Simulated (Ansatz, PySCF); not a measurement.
Process, species as SMILES: [C]=C=[C] + 6 [H][H] (H2) -> 3 C (CH4)

Wanted: energy of full hydrogenation (electronic), in kcal/mol. Terms: no spin-orbit coupling; dispersion terms only where a functional's name holds one; non-relativistic. First-principles rows: single points at B3LYP-D3(BJ) geometries (Ansatz, a quantum-chemistry and plane-wave program).

| species | coefficient | E at B3LYP/STO-3G (Ansatz), Eh | E at M06-2X/def2-TZVPD (PySCF), Eh |
|---|---|---|---|
| [C]=C=[C] | -1 | -112.58613 | -114.03492 |
| [H][H] (H2) | -6 | -1.16533 | -1.16852 |
| C (CH4) | +3 | -40.03875 | -40.50048 |

 1 Eh = 627.5095 kcal/mol.

Problem. Compute it at each level from the table.

Solution. 
- B3LYP/STO-3G: the sum of coefficient times E is -0.53814 Eh, or -337.69 kcal/mol. Result: -337.7 kcal/mol.
- M06-2X/def2-TZVPD: the sum of coefficient times E is -0.45540 Eh, or -285.77 kcal/mol. Result: -285.8 kcal/mol.
